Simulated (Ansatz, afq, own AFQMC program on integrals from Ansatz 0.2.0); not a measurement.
AFQMC, coupled cluster and functionals along a coordinate of SiH₄ + N, quartet

```xyz
6

Si   -0.8725    0.0000    0.0000
H    -1.3673    1.3997    0.0000
H    -1.3673   -0.6999    1.2122
H    -1.3673   -0.6999   -1.2122
H     0.6122    0.0000    0.0000
N     2.0005    0.0000    0.0000
```

A hydrogen atom is moved from one rigid fragment to the other; the Si1–H5 distance tells how far. The two fragments are held close together, so this isn't a minimum-energy path and the start is a compressed complex. Energies in kcal/mol count from this geometry (1.485 Å) at the same level; the start stands on UHF, each point on the determinant named.

Basis cc-pVTZ. Only valence electrons are correlated. Ansatz 0.2.0 and our own AFQMC program on the same integrals; the CISD trial comes from CCSD amplitudes, and released means the phaseless constraint is let go. ± is one standard error of the sampling.

Cautions, each for one point or more: lower spins were not checked; the ph-AFQMC/CISD walk drifts between its halves.

| r(Si1–H5) / Å | det. | T1 | weight | ⟨S²⟩ | CCSD | PBE0 | CCSD(T) |
| --- | --- | --- | --- | --- | --- | --- | --- |
| 1.584 | UHF | 0.017 | 0.87 | 3.78 | 1.8 | -0.6 | 1.5 |
| 1.634 | UHF | 0.017 | 0.87 | 3.79 | 2.6 | -0.8 | 2.1 |
| 1.684 | UHF | 0.017 | 0.87 | 3.79 | 2.9 | -1.0 | 2.4 |
| 1.733 | UHF | 0.016 | 0.87 | 3.79 | 3.0 | -1.2 | 2.5 |
| 1.833 | UHF | 0.016 | 0.87 | 3.78 | 3.9 | -0.2 | 3.5 |

Problem. Estimate the curve of phaseless AFQMC with a CISD trial, counted from the same start.

Solution. 
```csv
r(Si1–H5) / Å,det.,T1,weight,⟨S²⟩,ph-AFQMC/CISD,released AFQMC
1.584,UHF,0.017,0.87,3.78,1.3 ± 0.2,1.4 ± 0.2
1.634,UHF,0.017,0.87,3.79,1.8 ± 0.2,1.8 ± 0.2
1.684,UHF,0.017,0.87,3.79,2.2 ± 0.2,2.3 ± 0.2
1.733,UHF,0.016,0.87,3.79,2.3 ± 0.2,2.3 ± 0.3
1.833,UHF,0.016,0.87,3.78,3.5 ± 0.2,3.5 ± 0.2
```

Weight is that of the determinant in the CISD state; at the start T1 is 0.016 and the weight 0.87, and ⟨S²⟩ is 3.77. Largest departures from phaseless AFQMC with a CISD trial: CCSD(T) 0.2 kcal/mol at 1.634 (on UHF) (within the noise), released AFQMC 0.2 kcal/mol at 1.684 (on UHF) (within the noise), CCSD 0.7 kcal/mol at 1.684 (on UHF), PBE0 -3.7 kcal/mol at 1.833. The walk's constraint bias lies outside its error bars, so these are departures and not errors. Functionals count only at points shown to share the start's state and spin.

A walk keeps the symmetry of its determinant, which the program's search chose and which needn't be the lowest solution, so a lower state of the same spin and another symmetry isn't excluded. Released energies are given only where the last usable release times agree within the noise; a slower fall can still hide under it.
